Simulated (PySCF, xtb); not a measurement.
C₂H₆S, SMILES CCS. Other conformers were not sampled.

Harmonic wavenumbers (cm⁻¹) from GFN2-xTB (xtb) at its own minimum, in rising order: 203, 237, 312, 679, 751, 851, 1018, 1056, 1093, 1227, 1261, 1408, 1452, 1488, 1494, 2431, 2980, 3007, 3026, 3029, 3043.

Task: What does PBE-D3(BJ)/def2-TZVP in PySCF give at its own minimum? (The exact figures need the calculation; the answer reports its results.)

Result: 205, 251, 319, 642, 716, 847, 962, 1036, 1085, 1236, 1255, 1357, 1423, 1436, 1445, 2605, 2965, 2988, 3025, 3035, 3058. Paired by order, the mean absolute difference is 29 cm⁻¹ and the zero-point energies are 45.8 and 45.6 kcal/mol.
